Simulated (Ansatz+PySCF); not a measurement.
**singlet Li2: levels of theory in one basis**

```xyz
2

Li    0.0000    0.0000   -1.5050
Li    0.0000    0.0000    1.5050
```

Basis set: def2-SVP (spherical functions). All electrons are correlated. Charge 0, multiplicity 1.

Computed with Ansatz (development build ahead of 0.2.0); each method stands on the lowest determinant of its kind that the runs found. NEVPT2 correlates all electrons. Active spaces start from the frontier orbitals, and the lowest solution found is given.

| method | E − E(RHF) (eV) | <S²> of the determinant |
| --- | --- | --- |
| RHF | 0.00 | 0.00 |
| UHF | -0.05 | 0.37 |
| RHF-MP2 | -0.55 | – |
| UHF-MP2 | -0.44 | 0.37 |
| RHF-CCSD | -0.83 | – |
| RHF-CCSD(T) | -0.84 | – |
| UHF-CCSD(T) | -0.84 | 0.37 |
| full CI (lowest root of this spin) | -0.84 | – |
| SC-NEVPT2(2,2) | -0.56 | – |

(1) What does CASSCF(2,2) give on the same scale?

(2) Is a single determinant a sound starting point here?

Answers

(1) -0.28 eV.

(2) Only with care. Unrestricted orbitals gain 0.05 eV and <S²> is 0.37 against 0.00 for a pure state, so spin symmetry breaks but gains little energy; restricted orbitals can still serve. The CASSCF(2,2) natural occupations are 1.89, 0.11.

Caution for UHF, UHF-MP2, UHF-CCSD(T): the unrestricted determinant is spin contaminated; the determinant breaks the point group. Caution for UHF-MP2: another reference gives a lower total.
